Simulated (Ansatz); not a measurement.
in.yaml

```yaml
crystal:
  periodic: [false, false, false]
  atoms:
    - {symbol: B, position_ang: [0.000000, -0.846407, 1.728434]}
    - {symbol: S, position_ang: [0.000000, 0.469677, 0.058764]}
    - {symbol: N, position_ang: [0.000000, -0.440304, -1.319122]}
    - {symbol: H, position_ang: [0.000000, 0.255507, -2.077313]}
basis:
  gaussian: {orbitals: cc-pVDZ}
magnetization: {spin_polarized: false, initial_magnetization: 3}
correlation: {method: ccsdt_q, electrons: outside_noble_gas}
```

```sh
$ ansatz run in.yaml --threads 1 --pin off --events-out ev --progress --plain --max-ram 2393MiB
```

The program prints:

```
984 factors; integrals over basis functions are off by at most 1.8e-7 eV
mean field evaluation 1: about -12977.4796 eV, gradient 2.2e1 eV
mean field evaluation 2: about -12977.5446 eV, gradient 2.2e1 eV
mean field evaluation 4: about -12980.1553 eV, gradient 3.8e0 eV
mean field evaluation 8: about -12980.9677 eV, gradient 1.5e0 eV
mean field evaluation 16: about -12981.1478 eV, gradient 1.4e-3 eV
mean field evaluation 32: about -12974.6107 eV, gradient 2.4e1 eV
mean field evaluation 64: about -12980.6423 eV, gradient 5.6e-1 eV
mean field evaluation 96: about -12977.9847 eV, gradient 5.1e-1 eV
mean field evaluation 128: about -12974.9765 eV, gradient 8.8e0 eV
mean field evaluation 160: about -12980.6476 eV, gradient 6.2e-4 eV
...
cycle  18  -10.14648285 eV  change    1.7e-5 eV  update   4.4e-5
cycle  19  -10.14647331 eV  change    9.5e-6 eV  update   2.8e-5
cycle  20  -10.14647022 eV  change    3.1e-6 eV  update   1.7e-5
cycle  21  -10.14647317 eV  change   -3.0e-6 eV  update   9.6e-6
cycle  22  -10.14647909 eV  change   -5.9e-6 eV  update   6.5e-6
cycle  23  -10.14648420 eV  change   -5.1e-6 eV  update   4.0e-6
cycle  24  -10.14648556 eV  change   -1.4e-6 eV  update   2.2e-6
cycle  25  -10.14648631 eV  change   -7.5e-7 eV  update   1.4e-6
cycle  26  -10.14648716 eV  change   -8.5e-7 eV  update   7.6e-7
cycle  27  -10.14648785 eV  change   -6.9e-7 eV  update   4.5e-7
perturbative correction -0.04450419 eV, -0.0016354989 hartree
Total energy: -12991.33881668 eV, -477.4228956671 hartree
```

Ran on 1 thread of AMD EPYC, shared host: 5.1 min wall, 1 GiB peak host memory.
